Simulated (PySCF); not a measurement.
Heteronuclear NMR

Mapped SMILES: `[CH3:1][C:2]([NH2:3])=[O:4]`. Each H is labelled by its parent atom. Ha(N3) is cis to the C=O or C=S heteroatom; Hb(N3) is trans to the C=O or C=S heteroatom.

PySCF 2.14.0 with density-fitted response routines calculation with spin–spin couplings from B3LYP/pcJ-1, GFN2-xTB structure and σ from GIAO-PBE0/pcSseg-1; one computed conformer, no solvent, averaged over atoms made equivalent by symmetry, fast rotation or ring inversion, non-relativistic Hamiltonian.

**Question.** Predict the 15N NMR data.

**Answer.** 
```
atoms          environment  σ (ppm)  δ (ppm)
   N3  amide-type nitrogen    154.5   -290.4
```

Shieldings were converted by a linear fit to measured shifts: 15N (scatter 6.3 ppm rms vs CH3NO2, solution or neat liquid). A few per cent of atoms miss by over 2 rms, more outside the fitted compound classes. Couplings are scaled by factors fitted to measured values: 2J(H,H) × 0.95 (rms 1.3 Hz); all others are unscaled and can be 10–30 % off.

Couplings (the largest are listed; each averaged over equivalent pairs): 1J(N3,Ha(N3)) = -95.8 Hz, 1J(N3,Hb(N3)) = -94.0 Hz, 1J(C2,N3) = -16.9 Hz, 2J(C1,N3) = -12.4 Hz, 3J(N3,H(C1)) = -1.2 Hz. Signs are for 15N, whose magnetogyric ratio is negative.

On a 300 MHz spectrometer 15N resonates near 30.4 MHz, so 1 ppm is 30.4 Hz.

**Question.** Where does 17O resonate?

**Answer.** 
```
atoms                 environment  σ (ppm)  δ (ppm)
   O4  amide-type carbonyl oxygen   -105.5    362.8
```

Shieldings were converted by a linear fit to measured shifts: 17O (scatter 10.7 ppm rms, 12.2 ppm with the 3 outliers that the fit left out vs liquid water, solution or neat liquid). Occasional misses reach two or three times the rms, and more in compound classes unlike the fitted ones. Couplings are scaled by factors fitted to measured values: 2J(H,H) × 0.95 (rms 1.3 Hz); all others are unscaled and can be 10–30 % off.

Couplings (the largest are listed; each averaged over equivalent pairs; quadrupolar broadening usually hides them): 1J(C2,O4) = 25.4 Hz, 2J(C1,O4) = -3.1 Hz, 3J(O4,Ha(N3)) = 1.6 Hz, 3J(O4,H(C1)) = -1.3 Hz.

On a 300 MHz spectrometer 17O resonates near 40.7 MHz, so 1 ppm is 40.7 Hz.

Hydrogen bonding in solution shields acid and N–H amide carbonyl oxygens by tens of ppm.
